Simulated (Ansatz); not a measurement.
**CH6AlB: small, medium and large basis sets**

One table from this session's results is given with a row withheld; the runs are named, their logs left out.

Program: Ansatz 0.2.0, Gaussian basis. Level of theory: one geometry, several basis sets. These are calculated values, not measurements.

Levels to be run: PBE0-D4/def2-SVP; ωB97M-V/def2-SVP; PBE0-D4/def2-QZVPP; ωB97M-V/def2-QZVPP; the functionals' def2-TZVPP values are taken from earlier runs.

## Structure used throughout

The geometry comes from an earlier relaxation with PBE0-D4 in a triple-zeta def2 set; it is a stationary point, not always the lowest conformer.

SMILES `C[BH][AlH2]`, 9 atoms, charge 0, spin multiplicity 1.

Atoms are counted from 1 here; the program's logs count them from 0.

Bond lengths: C1–B2 1.558 Å, C1–H4 1.091 Å, C1–H5 1.094 Å, C1–H6 1.106 Å, B2–Al3 2.128 Å, B2–H7 1.207 Å, Al3–H8 1.597 Å, Al3–H9 1.596 Å. Angles: B2–C1–H4 117.4°, B2–C1–H5 114.3°, B2–C1–H6 102.6°, H4–C1–H5 109.8°, H4–C1–H6 106.4°, H5–C1–H6 105.0°, C1–B2–Al3 127.0°, C1–B2–H7 115.2°, Al3–B2–H7 117.7°, B2–Al3–H8 121.8°, B2–Al3–H9 121.4°, H8–Al3–H9 116.8°.

As a file:

```xyz
9
CH6AlB
C    -0.6725    0.6510   -1.1055
B     0.3898    0.4925    0.0232
Al    0.6733   -1.1963    1.2866
H    -1.1280   -0.2597   -1.4974
H    -0.3574    1.2940   -1.9322
H    -1.4806    1.2114   -0.6002
H     1.0704    1.4679    0.2299
H    -0.1603   -1.3866    2.6350
H     1.7535   -2.3207    0.9437
```

Set-up of the first run:

Contents of in.yaml:

```yaml
crystal:
  periodic: [false, false, false]
  atoms:
    - {symbol: C, position_ang: [-0.672491, 0.651000, -1.105481]}
    - {symbol: B, position_ang: [0.389844, 0.492507, 0.023154]}
    - {symbol: Al, position_ang: [0.673286, -1.196291, 1.286572]}
    - {symbol: H, position_ang: [-1.127953, -0.259652, -1.497394]}
    - {symbol: H, position_ang: [-0.357424, 1.293970, -1.932244]}
    - {symbol: H, position_ang: [-1.480624, 1.211443, -0.600231]}
    - {symbol: H, position_ang: [1.070434, 1.467924, 0.229874]}
    - {symbol: H, position_ang: [-0.160263, -1.386564, 2.635005]}
    - {symbol: H, position_ang: [1.753491, -2.320735, 0.943742]}
basis:
  gaussian: {orbitals: def2-SVP}
hamiltonian: {xc: pbe0, dispersion: d4}
output: {orbitals: {seedname: orbitals}}
```

On the command line:

```console
> ansatz run in.yaml --threads 2 --pin off --events-out ev --progress --plain --max-ram 4352MiB
```

Steps of the session up to this table: PBE0-D4 in def2-SVP; ωB97M-V in def2-SVP; PBE0-D4 in def2-QZVPP; ωB97M-V in def2-QZVPP.

One table of the session follows, with a row left open; its other results are not shown here.

It belongs to the step «Density functionals: the series». 

```
functional       basis  HOMO (eV)  LUMO (eV)
   PBE0-D4    def2-SVP      -7.01      -1.66
   PBE0-D4  def2-TZVPP      -7.02      -1.72
   PBE0-D4  def2-QZVPP      -7.02      -1.73
   ωB97M-V    def2-SVP          ?          ?
   ωB97M-V  def2-TZVPP      -9.14       0.11
   ωB97M-V  def2-QZVPP      -9.15      -0.06
```

Estimate the missing values for ωB97M-V, def2-SVP.

**Answer.** HOMO (eV): -9.10; LUMO (eV): 0.25. In the column «HOMO (eV)» it lies between ωB97M-V, def2-TZVPP (-9.14) and PBE0-D4, def2-TZVPP (-7.02).
